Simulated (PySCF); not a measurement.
3-methylbutanal, C5H10O.
Atom-mapped SMILES: `[CH3:1][CH:2]([CH3:3])[CH2:4][CH:5]=[O:6]` (hydrogens: H7, H8, H9 on C1; H10 on C2; H11, H12, H13 on C3; H14, H15 on C4; H16 on C5)

A GFN2-xTB structure was refined with PySCF, PBE0-D3(BJ)/def2-SVP geometry optimisation, gas phase. Its GFN2-xTB values:

```tsv
coordinate	GFN2-xTB
C1–C2	1.526 Å
C1–H7	1.087 Å
C1–H9	1.088 Å
C2–C4	1.531 Å
C2–H10	1.095 Å
C4–C5	1.499 Å
C4–H14	1.095 Å
C5=O6	1.198 Å
C5–H16	1.111 Å
C1–C2–C3	110.6°
C1–C2–C4	110.3°
C2–C4–C5	114.0°
C4–C5–O6	126.4°
C1–C2–C4–C5	-165°
C2–C4–C5–O6	6°
```

Question: How do these coordinates change at the PBE0-D3(BJ)/def2-SVP level?

Answer: 
| coordinate | PBE0-D3(BJ)/def2-SVP (Å or °) | change |
| --- | --- | --- |
| C1–H9 | 1.103 | +0.015 |
| C1–H7 | 1.101 | +0.014 |
| C4–H14 | 1.108 | +0.013 |
| C5–H16 | 1.123 | +0.012 |
| C2–H10 | 1.104 | +0.009 |
| C2–C4 | 1.525 | -0.006 |
| C5=O6 | 1.202 | +0.004 |
| C4–C5 | 1.502 | +0.003 |
| C1–C2 | 1.524 | -0.002 |
| C2–C4–C5 | 115.6 | +1.6 |
| C4–C5–O6 | 125.2 | -1.2 |
| C1–C2–C3 | 111.4 | +0.8 |
| C1–C2–C4 | 110.7 | +0.4 |
| C2–C4–C5–O6 | 4 | -2 |
| C1–C2–C4–C5 | -166 | -1 |

The energy falls by 0.046 eV over 5 energy and gradient evaluations, the largest force component goes from 0.0153 to 7.2e-05 Eh/bohr, and the atoms move by 0.038 Å rms after alignment. Among the bonds, C1–H7, C1–H8, C1–H9, C3–H11 and C3–H13 change most and about equally (+0.014 to +0.015 Å). Bonds longer at the end by more than 0.005 Å: 10 of 15; shorter: 1. Rotational constants go from 6265, 2271, 1925 to 6258, 2270, 1902 MHz.

The run used 134 basis functions and 36 SCF cycles in all.

No frequency check. One conformer, not necessarily the lowest.

Conformer computed: `[CH3:1][CH:2]([CH3:3])[CH2:4][CH:5]=[O:6]`: C1–C2–C4–C5 -166°, C2–C4–C5–O6 4°.
